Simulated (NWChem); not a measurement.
System: hydrogen chloride (HCl); SMILES Cl

NWChem printed, in part:

```
             Northwest Computational Chemistry Package (NWChem) 7.3.0
             --------------------------------------------------------

 ORDER OF PRIMARY AXIS IS BEING SET TO 4
 C4V symmetry detected

                             Geometry "geometry" -> ""
                             -------------------------

 Output coordinates in angstroms (scale by  1.889725989 to convert to a.u.)

  No.       Tag          Charge          X              Y              Z
 ---- ---------------- ---------- -------------- -------------- --------------
    1 Cl                  17.0000     0.00000000     0.00000000     0.07139944
    2 H                    1.0000     0.00000000     0.00000000    -1.21379056

 Effective nuclear repulsion energy (a.u.)       6.9997535252

      Symmetry information
      --------------------

 Group name             C4v
 Group number             18
 Group order               8
 No. of unique centers     2

                                 NWChem DFT Module
                                 -----------------

 Summary of "ao basis" -> "ao basis" (spherical)
 ------------------------------------------------------------------------------
       Tag                 Description            Shells   Functions and Types
 ---------------- ------------------------------  ------  ---------------------
 Cl                        6-311++g**               14       30   7s6p1d
 H                         6-311++g**                5        7   4s1p

      Symmetry analysis of basis
      --------------------------

        a1         19
        a2          0
        b1          1
        b2          1
        e          16

            General Information
            -------------------
          SCF calculation type: DFT
          Wavefunction type:  closed shell.
          No. of atoms     :     2
          No. of electrons :    18
           Alpha electrons :     9
            Beta electrons :     9
          Charge           :     0
          Spin multiplicity:     1
          Use of symmetry is: on ; symmetry adaption is: on
          Maximum number of iterations: 150
          AO basis - number of functions:    37
                     number of shells:    19
          Convergence on energy requested:  1.00D-06
          Convergence on density requested:  1.00D-05
          Convergence on gradient requested:  5.00D-04

              XC Information
              --------------
                         B3LYP Method XC Potential
                     Hartree-Fock (Exact) Exchange  0.200
                        Slater Exchange Functional  0.800 local
                    Becke 1988 Exchange Functional  0.720 non-local
              Lee-Yang-Parr Correlation Functional  0.810
                  VWN I RPA Correlation Functional  0.190 local

             Grid Information
             ----------------
          Grid used for XC integration:  medium
          Radial quadrature: Mura-Knowles
          Angular quadrature: Lebedev.
          Tag              B.-S. Rad. Rad. Pts. Rad. Cut. Ang. Pts.
          ---              ---------- --------- --------- ---------
          Cl                  1.00       88          10.0       590
          H                   0.35       45          10.0       434
          Grid pruning is: on
          Number of quadrature shells:   133
          Spatial weights used:  Erf1

      Superposition of Atomic Density Guess
      -------------------------------------

 Sum of atomic energies:        -459.97786591

      Non-variational initial energy
      ------------------------------

 Total energy =    -460.044083
 1-e energy   =    -649.079931
 2-e energy   =     182.036094
 HOMO         =      -0.448910
 LUMO         =       0.029511

      Symmetry analysis of molecular orbitals - initial
      -------------------------------------------------

 !! scf_movecs_sym_adapt:    2 vectors were symmetry contaminated

  Symmetry fudging

 !! scf_movecs_sym_adapt:    2 vectors were symmetry contaminated

  Numbering of irreducible representations:

     1 a1          2 a2          3 b1          4 b2          5 e

  Orbital symmetries:

     1 a1          2 a1          3 a1          4 e           5 e
     6 a1          7 a1          8 e           9 e          10 a1
    11 a1         12 e          13 e          14 a1         15 a1
    16 a1         17 e          18 e          19 a1

     ---------------------------------------------
      Total Density - Mulliken Population Analysis
     ---------------------------------------------

    Atom       Charge   Shell Charges
 -----------   ------   -------------------------------------------------------
    1 Cl  17    17.32   0.78  1.19  0.91  1.08  1.00  0.98  7.41 -1.50  1.05  3.10  1.45 -0.03 -0.10  0.01
    2 H    1     0.68   0.17  0.38  0.06  0.03  0.04

   convergence    iter        energy       DeltaE   RMS-Dens  Diis-err
 ---------------- ----- ----------------- --------- --------- ---------
 d= 0,ls=0.0,diis     1   -460.8113847180 -4.68D+02  1.19D-02  6.48D-01
 d= 0,ls=0.0,diis     2   -460.8260845841 -1.47D-02  6.99D-03  5.80D-02
 d= 0,ls=0.0,diis     3   -460.8309322836 -4.85D-03  2.86D-03  2.35D-02
 d= 0,ls=0.0,diis     4   -460.8339990087 -3.07D-03  2.82D-04  2.29D-04
 d= 0,ls=0.0,diis     5   -460.8340244076 -2.54D-05  2.69D-05  4.20D-06
 d= 0,ls=0.0,diis     6   -460.8340248281 -4.21D-07  2.49D-06  1.14D-08

         Total DFT energy =     -460.834024828147
      One electron energy =     -649.771151693738
           Coulomb energy =      210.532281520182
    Exchange-Corr. energy =      -28.594908179747
 Nuclear repulsion energy =        6.999753525156

 Numeric. integr. density =       18.000005120705

                  Occupations of the irreducible representations
                  ----------------------------------------------

                     irrep           alpha         beta
                     --------     --------     --------
                     a1                5.0          5.0
                     a2                0.0          0.0
                     b1                0.0          0.0
                     b2                0.0          0.0
                     e                 4.0          4.0

                       DFT Final Molecular Orbital Analysis
                       ------------------------------------

 Vector    7  Occ=2.000000D+00  E=-4.800041D-01  Symmetry=a1
              MO Center=  9.0D-16, -2.5D-16, -1.3D-01, r^2= 1.3D+00
   Bfn.  Coefficient  Atom+Function         Bfn.  Coefficient  Atom+Function
  ----- ------------  ---------------      ----- ------------  ---------------
    18      0.410725  1 Cl pz                 9     -0.288638  1 Cl pz
    32     -0.288123  2 H  s                  6      0.286534  1 Cl s
    15      0.217276  1 Cl pz                 5      0.203973  1 Cl s
    21      0.170609  1 Cl pz                31     -0.163263  2 H  s
     4     -0.132109  1 Cl s                 33     -0.084615  2 H  s

 Vector    8  Occ=2.000000D+00  E=-3.388239D-01  Symmetry=e
              MO Center=  1.4D-14, -2.5D-16,  5.0D-02, r^2= 1.2D+00
   Bfn.  Coefficient  Atom+Function         Bfn.  Coefficient  Atom+Function
  ----- ------------  ---------------      ----- ------------  ---------------
    16      0.567689  1 Cl px                19      0.366354  1 Cl px
     7     -0.350489  1 Cl px                13      0.264335  1 Cl px
    10     -0.086059  1 Cl px                35      0.026491  2 H  px

 Vector    9  Occ=2.000000D+00  E=-3.388239D-01  Symmetry=e
              MO Center= -2.2D-16, -7.2D-15,  5.0D-02, r^2= 1.2D+00
   Bfn.  Coefficient  Atom+Function         Bfn.  Coefficient  Atom+Function
  ----- ------------  ---------------      ----- ------------  ---------------
    17      0.567689  1 Cl py                20      0.366354  1 Cl py
     8     -0.350489  1 Cl py                14      0.264335  1 Cl py
    11     -0.086059  1 Cl py                36      0.026491  2 H  py

 Vector   10  Occ=0.000000D+00  E=-2.807406D-02  Symmetry=a1
              MO Center= -2.2D-14,  8.1D-15, -1.3D+00, r^2= 5.8D+00
   Bfn.  Coefficient  Atom+Function         Bfn.  Coefficient  Atom+Function
  ----- ------------  ---------------      ----- ------------  ---------------
    34      1.468746  2 H  s                 22     -0.971453  1 Cl s
    33      0.732659  2 H  s                  6     -0.463240  1 Cl s
    25      0.442184  1 Cl pz                21      0.364094  1 Cl pz
    18      0.285319  1 Cl pz                32      0.216796  2 H  s
     5     -0.182037  1 Cl s                  9     -0.136476  1 Cl pz

 Vector   11  Occ=0.000000D+00  E= 5.090274D-02  Symmetry=a1
              MO Center= -9.5D-14, -7.3D-15, -2.5D-01, r^2= 6.3D+00
   Bfn.  Coefficient  Atom+Function         Bfn.  Coefficient  Atom+Function
  ----- ------------  ---------------      ----- ------------  ---------------
    33      1.811947  2 H  s                 22     -1.246350  1 Cl s
    21      1.018637  1 Cl pz                34     -0.625580  2 H  s
    32      0.316305  2 H  s                 18      0.249888  1 Cl pz
     6     -0.202742  1 Cl s                 25     -0.151357  1 Cl pz
     9     -0.148022  1 Cl pz                31      0.127004  2 H  s

 Vector   12  Occ=0.000000D+00  E= 6.340455D-02  Symmetry=a1
              MO Center=  1.3D-14,  3.7D-14,  4.3D-01, r^2= 9.3D+00
   Bfn.  Coefficient  Atom+Function         Bfn.  Coefficient  Atom+Function
  ----- ------------  ---------------      ----- ------------  ---------------
    25      1.088448  1 Cl pz                33      0.676953  2 H  s
    34     -0.663849  2 H  s                 22      0.630018  1 Cl s
     6     -0.565465  1 Cl s                 32      0.186091  2 H  s
    21     -0.143383  1 Cl pz                31      0.083429  2 H  s
     5     -0.082160  1 Cl s                  4      0.072234  1 Cl s

[...]
```

Level: B3LYP/6-311++G** (spherical d). All runs use the structure optimised with PBE0/def2-SVP. B3LYP is NWChem's, with the RPA form of VWN correlation.

Problem. Write an input that gives this output.

Solution. One answer among several that fit: the input that was run:
```
start job
memory heap 200 mb stack 900 mb global 1100 mb
geometry units angstroms noautoz
  Cl     0.000000     0.000000     0.075025
  H      0.000000     0.000000    -1.210165
end
basis spherical
  * library 6-311++g**
end
dft
  xc b3lyp
  iterations 150
  mulliken
end
task dft energy
```
